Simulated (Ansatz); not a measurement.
Mulliken charges of C₂H₂FNO₂, SMILES `OC1(O)N=C1F` from PBE/def2-TZVPP in Ansatz (PBE0-D4/def2-TZVP geometry).

```json
{"atom": "O1", "x (Å)": "1.302", "y (Å)": "-0.487", "z (Å)": "0.301", "charge (e)": "-0.262"}
{"atom": "C2", "x (Å)": "-0.021", "y (Å)": "-0.200", "z (Å)": "0.094", "charge (e)": "0.054"}
{"atom": "O3", "x (Å)": "-0.798", "y (Å)": "-1.164", "z (Å)": "0.634", "charge (e)": "-0.242"}
{"atom": "N4", "x (Å)": "-0.409", "y (Å)": "0.407", "z (Å)": "-1.262", "charge (e)": "-0.106"}
{"atom": "C5", "x (Å)": "-0.546", "y (Å)": "1.074", "z (Å)": "-0.217", "charge (e)": "0.242"}
{"atom": "F6", "x (Å)": "-0.967", "y (Å)": "2.269", "z (Å)": "0.097", "charge (e)": "-0.095"}
{"atom": "H7", "x (Å)": "1.832", "y (Å)": "0.034", "z (Å)": "-0.310", "charge (e)": "0.207"}
{"atom": "H8", "x (Å)": "-0.301", "y (Å)": "-1.990", "z (Å)": "0.607", "charge (e)": "0.201"}
```

Task: By hand: the dipole of these point charges (1 e Å = 4.8032 D).

Result: Σ q r = (0.173, 0.007, -0.097) e Å, of length 0.198 e Å = 0.95 D.

Task: How does the dipole of the full density compare? (An estimate is asked.)

Result: The calculation gave: (0.358, -0.095, 0.107) e Å, 1.85 D; the point charges give 0.51 times that, at 48° from its direction.

Point charges leave out the atoms' own dipoles, such as those of lone pairs, and Mulliken's split depends on the basis, so the two needn't agree.
